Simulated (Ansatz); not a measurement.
C₃H₃FS, SMILES `C=C1SC1F`, relaxed with RKS PBE0-D4/def2-TZVP in the Gaussian-basis code of Ansatz from a PBE-D4/def2-SVP geometry. The force threshold is 0.005 eV/Å; the program also tests the step.

Total charge 0; spin multiplicity 1.

Start:

```xyz
8

C    -0.300   -1.267    0.641
C     0.090   -0.025    0.326
S     0.669    1.494    0.996
C     0.243    0.957   -0.733
F    -0.859    1.489   -1.321
H    -0.647   -1.950   -0.149
H    -0.290   -1.626    1.680
H     1.094    0.929   -1.439
```

```json
{"step": "1", "energy (eV)": "-16703.0135", "largest force (eV/Å)": "0.924", "largest move (Å)": "0.000"}
{"step": "2", "energy (eV)": "-16703.0589", "largest force (eV/Å)": "0.531", "largest move (Å)": "0.024"}
{"step": "3", "energy (eV)": "-16703.0665", "largest force (eV/Å)": "0.121", "largest move (Å)": "0.013"}
{"step": "4", "energy (eV)": "-16703.0667", "largest force (eV/Å)": "0.124", "largest move (Å)": "0.009"}
{"step": "5", "energy (eV)": "-16703.0672", "largest force (eV/Å)": "0.031", "largest move (Å)": "0.009"}
{"step": "6 (rejected)", "energy (eV)": "-16703.0672", "largest force (eV/Å)": "0.051", "largest move (Å)": "0.006"}
{"step": "7", "energy (eV)": "-16703.0673", "largest force (eV/Å)": "0.008", "largest move (Å)": "0.003"}
{"step": "8", "energy (eV)": "-16703.0673", "largest force (eV/Å)": "0.005", "largest move (Å)": "0.003"}
```

End:

```xyz
8

C    -0.295   -1.251    0.634
C     0.087   -0.026    0.332
S     0.659    1.482    0.971
C     0.248    0.948   -0.719
F    -0.852    1.474   -1.301
H    -0.630   -1.920   -0.150
H    -0.292   -1.613    1.654
H     1.076    0.905   -1.421
```

Run time 21 s (4 threads of a server CPU on a shared host); peak host memory 0.41 GiB.
